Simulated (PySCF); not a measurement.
**How good is the calculation?**

Molfile (atoms numbered from 1):
```
CO
     RDKit          3D

  2  1  0  0  0  0  0  0  0  0999 V2000
    0.5650   -0.0030   -0.0027 C   0  0  0  0  0  0  0  0  0  0  0  0
   -0.5623    0.0043   -0.0115 O   0  0  0  0  0  0  0  0  0  0  0  0
  1  2  3  0
M  CHG  2   1  -1   2   1
M  END
```

Published values to compare with: δ ¹³C C1 194.1; δ ¹⁷O O2 386.3 ppm (measured; gas; Olsson, Cremer, J. Chem. Phys. 1996, 105, 8995 (gas-phase data of Jameson 1987, Jameson 1981, Wasylishen 1984)).
δ ¹⁷O O2 386.3 ppm (measured; gas; L. Olsson, D. Cremer, J. Chem. Phys. 105 (1996) 8995).
σ ¹³C C1 0.8 ppm (measured; gas, 300 K; Makulski, PCCP 2022, 24, 8950 (abstract)).
σ ¹³C C1 0.9 ppm (measured; gas, 300 K; A. A. Auer, PhD thesis, Mainz 2002 (Auer, Gauss, Stanton, JCP 2003, 118, 10407)).
σ ¹³C C1 0.9; σ ¹⁷O O2 -62.7 ppm (measured; gas; G. L. Stoychev, PhD thesis, Univ. Bonn 2021 (Stoychev, Auer, Izsak, Neese, JCTC 2018, 14, 619)).
σ ¹³C C1 2.6; σ ¹⁷O O2 -55.4 ppm (CCSD(T)/pcSseg-4; gas (isolated, no vibration); G. L. Stoychev, PhD thesis, Univ. Bonn 2021 (Stoychev, Auer, Izsak, Neese, JCTC 2018, 14, 619)). Coupling constants: ¹J(C1,O2) 14.6 Hz, ¹J(C1,O2) 16.4 Hz, ¹J(C1,O2) 15.7 Hz.

PySCF 2.14 calculation with σ from GIAO-PBE0/pcSseg-1, couplings computed with B3LYP/pcJ-1 and geometry from GFN2-xTB; single conformer, no solvent, no relativistic terms.

**Question.** What does the calculation give, and how does it compare?

**Answer.** 
Reference values: measured (gas; Olsson, Cremer, J. Chem. Phys. 1996, 105, 8995 (gas-phase data of Jameson 1987, Jameson 1981, Wasylishen 1984)).
```
atoms            quantity  reference  computed
   C1  δ ¹³C vs CH4 (gas)      194.1     209.6
   O2  δ ¹⁷O vs H2O (gas)      386.3     424.2
```

Reference values: measured (gas; L. Olsson, D. Cremer, J. Chem. Phys. 105 (1996) 8995).
```
atoms              quantity  reference  computed
   O2  δ ¹⁷O vs gaseous H2O      386.3     424.2
```

Reference values: measured (gas, 300 K; Makulski, PCCP 2022, 24, 8950 (abstract)).
```tsv
atoms	quantity	reference	computed
C1	σ ¹³C	0.8	-17.2
```

Reference values: measured (gas, 300 K; A. A. Auer, PhD thesis, Mainz 2002 (Auer, Gauss, Stanton, JCP 2003, 118, 10407)).
```tsv
atoms	quantity	reference	computed
C1	σ ¹³C	0.9	-17.2
```

Reference values: measured (gas; G. L. Stoychev, PhD thesis, Univ. Bonn 2021 (Stoychev, Auer, Izsak, Neese, JCTC 2018, 14, 619)).
| atoms | quantity | reference | computed |
| --- | --- | --- | --- |
| C1 | σ ¹³C | 0.9 | -17.2 |
| O2 | σ ¹⁷O | -62.7 | -88.2 |

Reference values: CCSD(T)/pcSseg-4 (gas (isolated, no vibration); G. L. Stoychev, PhD thesis, Univ. Bonn 2021 (Stoychev, Auer, Izsak, Neese, JCTC 2018, 14, 619)).
```csv
atoms,quantity,reference,computed
C1,σ ¹³C,2.6,-17.2
O2,σ ¹⁷O,-55.4,-88.2
```

Absolute shieldings are compared as such; zero-point and thermal motion, absent here, lowers them by some tenths of a ppm for H, a few ppm for C and up to about 10 ppm for F.

Computed shifts are σ(ref) − σ with the named reference compound (TMS for H and C) calculated as an isolated molecule at the same level. The measured values may be among those fitted. Empirical linear scaling, fitted to shifts measured mostly in CDCl3 for H and C (δ vs TMS): ¹³C (scatter 2.1 ppm rms, 2.3 ppm with the 13 outliers that the fit left out); ¹⁷O (scatter 10.7 ppm rms, 12.2 ppm with the 3 outliers that the fit left out vs liquid water, solution or neat liquid). Occasional misses reach two or three times the rms, and more in compound classes unlike the fitted ones.

Coupling constants in Hz:
| coupling | reference | computed | source |
| --- | --- | --- | --- |
| ¹J(C1,O2) | 14.6 | 20.9 | CC3; gas (equilibrium); Jessen and Sauer, arXiv:2312.00705; CC3 and CCSD from Faber, Sauer, Gauss 2017 |
| ¹J(C1,O2) | 16.4 | 20.9 | measured; Jessen and Sauer, arXiv:2312.00705; CC3 and CCSD from Faber, Sauer, Gauss 2017 |
| ¹J(C1,O2) | 15.7 | 20.9 | experiment minus calculated vibrational correction (empirical equilibrium); gas (equilibrium); T. W. Keal, PhD thesis, Durham 2005 (values of Ruden, Lutnaes, Helgaker, Ruud 2003) |

**Question.** How far are the unscaled ¹⁷O shifts from the references?

**Answer.** Mean signed difference +37.90 ppm, mean absolute 37.90 ppm over 2 comparisons; the largest is +37.9 ppm at O2 (oxygen bonded to C).

**Question.** How far are the unscaled ¹³C shieldings from the references?

**Answer.** Mean signed difference -18.50 ppm, mean absolute 18.50 ppm over 4 comparisons; the largest is -19.8 ppm at C1 (carbon of CO).

**Question.** How far are the unscaled ¹⁷O shieldings from the references?

**Answer.** Mean signed difference -29.15 ppm, mean absolute 29.15 ppm over 2 comparisons; the largest is -32.8 ppm at O2 (oxygen bonded to C).

12 of the 35 published NMR values on file for this molecule are compared. The rest: values from further sources, other calculations.
